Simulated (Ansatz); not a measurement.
# H3S+ (triplet): from Hartree-Fock to the top rungs at scale of all distances = 1.485, 6-31G

One table from this session's results is given with a row withheld; the runs are named, their logs left out.

Method: 6-31G, core rule «outside noble gas», up to 5 orbitals frozen; program: Ansatz 0.2.0, Gaussian basis.

The runs, in order: UHF; CCSD(T) on ROHF; CCSD(T) on UHF; BCCD(T) on ROHF; CISD as a restricted active space (open shells left free, so some higher excitations enter); CCSDT(Q) on ROHF; CCSDT(Q) on UHF; CISDTQ; CCSDTQ on ROHF; CCSDTQ on UHF; CASSCF and MRCISD+Q, 4 electrons in 4 orbitals; CASSCF and NEVPT2, 4 electrons in 4 orbitals; CASSCF and MRCISD+Q, 8 electrons in 7 orbitals; CASSCF and NEVPT2, 8 electrons in 7 orbitals; Full CI.

14 further runs of the same task are left out: 2 for a known fault of the program, 9 that didn't finish, 3 set aside as unsound or not needed. Runs told in other sessions of the task aren't counted.

## What is computed

The geometry derives from a PBE0/def2-TZVP stationary point (not a proven minimum). All distances are scaled together.

4 atoms, charge 1, spin multiplicity 3.

Atoms are counted from 1 here; the program's logs count them from 0.

No contacts short enough for the rule that draws bonds.

The first run:

Input file in.yaml:

```yaml
crystal:
  periodic: [false, false, false]
  atoms:
    - {symbol: S, position_ang: [0.000000, -0.058069, 0.000000]}
    - {symbol: H, position_ang: [0.000000, 1.957788, 0.000000]}
    - {symbol: H, position_ang: [0.000000, -0.055232, 2.257389]}
    - {symbol: H, position_ang: [0.000000, -0.055232, -2.257389]}
basis:
  gaussian: {orbitals: 6-31G}
total_charge: 1
magnetization: {spin_polarized: true, initial_magnetization: 2}
hamiltonian: {xc: hf}
output: {orbitals: {seedname: orbitals}}
```

Started as:

```bash
ansatz run in.yaml --threads 1 --pin off --events-out ev --progress --plain --max-ram 2393MiB
```

Steps of the session up to this table: UHF; CCSD(T) on ROHF; CCSD(T) on UHF; BCCD(T) on ROHF; CISD as a restricted active space (open shells left free, so some higher excitations enter); CCSDT(Q) on ROHF; CCSDT(Q) on UHF; CISDTQ; CCSDTQ on ROHF; CCSDTQ on UHF; CASSCF and MRCISD+Q, 4 electrons in 4 orbitals; CASSCF and NEVPT2, 4 electrons in 4 orbitals; CASSCF and MRCISD+Q, 8 electrons in 7 orbitals; CASSCF and NEVPT2, 8 electrons in 7 orbitals; Full CI.

One table of the session follows, with a row left open; its other results are not shown here.

```
          method  from FCI (kJ/mol)
            RMP2                  ?
            CISD              +49.0
           RCCSD               +8.2
        RCCSD(T)               +0.2
         BCCD(T)                0.0
          RCCSDT               -1.4
          CISDTQ               +0.9
       RCCSDT(Q)               -0.7
         RCCSDTQ                0.0
     CASSCF pair             +183.0
     NEVPT2 pair              +61.1
     MRCISD pair               +8.9
   MRCISD+Q pair              -10.8
  CASSCF valence              +51.5
  NEVPT2 valence              +13.1
  MRCISD valence               +1.5
MRCISD+Q valence               +0.9
             FCI                  0
```

Q: Estimate the row for RMP2 from the others.

As computed: from FCI (kJ/mol): +139.8. In the column «from FCI (kJ/mol)» it lies between NEVPT2 pair (+61.1) and CASSCF pair (+183.0).

Left out of the table: ROHF, UHF, UMP2, UCCSD, UCCSD(T), UCCSDT, UCCSDT(Q), UCCSDTQ (another determinant or state than the rows shown).

Caveats from the session: The report flags that the cluster equations may have other roots. The program flags RCCSD(T), BCCD(T), RCCSDT(Q), RCCSDTQ as in doubt, so those rows may rest on another solution. RCCSDT, RCCSDT(Q), MRCISD+Q pair fall below full CI, which methods that aren't variational can do.
